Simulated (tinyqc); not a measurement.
Worked calculation: CIS on RHF in the sto-3g basis, frozen core, for H2O, spin multiplicity 1. One step of it, computed by the program tinyqc.

Question. CIS matrix, triplets. A(ia,jb) = (e_a - e_i) d_ij d_ab - (ij|ab).

orbital energies (hartree): MO1 -20.235417, MO2 -1.303192, MO3 -0.652780, MO4 -0.460146, MO5 -0.396653, MO6 0.669814, MO7 0.820877

Two-electron integrals over orbitals (pq|rs), unique and non-zero (hartree); the lowest 1 orbital is frozen and left out:
```
(22|22) 0.735696    (32|32) 0.149810    (33|22) 0.659760    (33|33) 0.651894
(42|22) 0.017052    (42|33) 0.008081    (42|42) 0.119598    (43|32) 0.015037
(43|43) 0.044596    (44|22) 0.680305    (44|33) 0.613785    (44|42) -0.104863
(44|44) 0.815968    (52|52) 0.142578    (53|53) 0.030102    (54|52) -0.047316
(54|54) 0.058690    (55|22) 0.746855    (55|33) 0.642002    (55|42) -0.061655
(55|44) 0.742894    (55|55) 0.880159    (62|22) 0.146411    (62|33) 0.080339
(62|42) 0.017928    (62|44) 0.099074    (62|55) 0.164291    (62|62) 0.104626
(63|32) -0.040441   (63|43) -0.024316   (63|63) 0.068526    (64|22) 0.084138
(64|33) 0.040961    (64|42) -0.022513   (64|44) 0.112433    (64|55) 0.101770
(64|62) 0.059447    (64|64) 0.057573    (65|52) 0.062081    (65|54) -0.004935
(65|65) 0.040540    (66|22) 0.623419    (66|33) 0.580192    (66|42) 0.062268
(66|44) 0.550288    (66|55) 0.593372    (66|62) 0.097696    (66|64) 0.041732
(66|66) 0.601031    (72|32) 0.033839    (72|43) -0.034753   (72|63) 0.037039
(72|72) 0.059223    (73|22) 0.127865    (73|33) 0.091860    (73|42) -0.074245
(73|44) 0.166540    (73|55) 0.184266    (73|62) 0.079148    (73|64) 0.068362
(73|66) 0.035399    (73|73) 0.149611    (74|32) -0.077759   (74|43) 0.009042
(74|63) 0.039725    (74|72) -0.016139   (74|74) 0.067962    (75|53) 0.023509
(75|75) 0.023926    (76|32) 0.102925    (76|43) 0.040464    (76|63) -0.063048
(76|72) -0.012577   (76|74) -0.056465   (76|76) 0.115883    (77|22) 0.632030
(77|33) 0.623758    (77|42) -0.010798   (77|44) 0.620185    (77|55) 0.631751
(77|62) 0.072046    (77|64) 0.037072    (77|66) 0.572361    (77|73) 0.092110
(77|77) 0.629501
```

Give: CIS matrix A, triplet.

Answer.

CIS matrix A, triplet (hartree), lower triangle:
```
         2>6      2>7      3>6      3>7     4>6     4>7     5>6     5>7
2>6   1.3496
2>7   0.0000   1.4920
3>6   0.0000  -0.1029   0.7424
3>7  -0.1029   0.0000   0.0000   0.8499
4>6  -0.0623   0.0000   0.0000  -0.0405  0.5797
4>7   0.0000   0.0108  -0.0405   0.0000  0.0000  0.6608
5>6   0.0000   0.0000   0.0000   0.0000  0.0000  0.0000  0.4731
5>7   0.0000   0.0000   0.0000   0.0000  0.0000  0.0000  0.0000  0.5858
```
